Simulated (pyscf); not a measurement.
Thermochemistry of product channels of H₃C–GaH–CH₃ + H₂C=CH₂ on the singlet surface, in kJ/mol, from ωB97M-D3(BJ)/def2-TZVP energies (ideal gas, 1 atm, RRHO with modes under 100 cm⁻¹ raised to 100, one conformer, R ln 2 for chiral ones without a mode under 150 cm⁻¹). Single points on ωB97X-D3(BJ)/def2-SVP structures (PySCF, gas phase).

```
products                 ΔE  ΔH(298 K)  ΔG(600 K)  ΔG(900 K)
-------------------  ------  ---------  ---------  ---------
H₃C–CH₂–CH₂–GaH–CH₃       ?      -82.3      +17.1          ?
H₃C–CH₂–Ga(CH₃)–CH₃  -124.1     -107.6      -19.9      +22.3
```

Question: Complete the blanks.

Answer: 
- H₃C–CH₂–CH₂–GaH–CH₃, ΔE: -96.0
- H₃C–CH₂–CH₂–GaH–CH₃, ΔG(900 K): +66.0

The channel to H₃C–CH₂–CH₂–GaH–CH₃ turns unfavourable between 298 and 1200 K (ΔG from -32.9 kJ/mol to +113.8 kJ/mol). The channel to H₃C–CH₂–Ga(CH₃)–CH₃ turns unfavourable between 298 and 1200 K (ΔG from -63.7 kJ/mol to +63.3 kJ/mol).

These are energies of the channels, which say nothing of barriers. Elements up to Kr have no core potential and no relativistic terms here.
